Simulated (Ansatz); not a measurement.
CH5BO, SMILES `CBO`, 8 atoms. Total charge 0; spin multiplicity 1. All runs use 2 threads of a server CPU on a shared host. Correlated methods freeze the cores. Open-shell runs search over several starts.

Question: Give the basis size and wall time and peak host memory of each of these runs in Ansatz. UKS r2SCAN-D4/def2-TZVPP energy of the cation; RKS PBE0-D4/def2-TZVP relaxation (6 steps); UHF-CCSD(T)/def2-TZVPP energy of the cation; UKS PBE0-D4/def2-TZVPP energy of the cation; RKS PBE0-D4/def2-TZVPP energy; UKS B2PLYP (frozen core)/def2-TZVPP energy of the cation; RKS PBE0-D4/def2-SVP energy; RHF-CCSD(T)/def2-SVP energy; RKS PBE-QIDH (frozen core)/def2-TZVPP energy; RHF-CCSD(T)/def2-TZVPP energy; RKS PBE0-D4/def2-TZVP frequencies; RKS PBE-D4/def2-TZVPP energy and forces. (Estimate.)

Answer: The calculation gave: Other jobs shared the machine, so times are rough.

```
                                level                   job  functions  wall time  peak host memory (GiB)
                 RKS PBE0-D4/def2-SVP                energy         67      0.6 s                    0.13
               RKS PBE0-D4/def2-TZVPP                energy        163      1.2 s                    0.26
                RKS PBE-D4/def2-TZVPP     energy and forces        163      1.3 s                    0.16
                 RHF-CCSD(T)/def2-SVP                energy         67      2.1 s                    0.19
RKS PBE-QIDH (frozen core)/def2-TZVPP                energy        163      2.5 s                    0.27
               UKS PBE0-D4/def2-TZVPP  energy of the cation        163      3.1 s                     0.3
             UKS r2SCAN-D4/def2-TZVPP  energy of the cation        163      4.3 s                    0.25
  UKS B2PLYP (frozen core)/def2-TZVPP  energy of the cation        163        6 s                    0.34
                RKS PBE0-D4/def2-TZVP  relaxation (6 steps)        123      9.5 s                     0.2
               RHF-CCSD(T)/def2-TZVPP                energy        163       17 s                     1.3
                RKS PBE0-D4/def2-TZVP           frequencies        123       39 s                    0.21
               UHF-CCSD(T)/def2-TZVPP  energy of the cation        163       64 s                     3.2
```
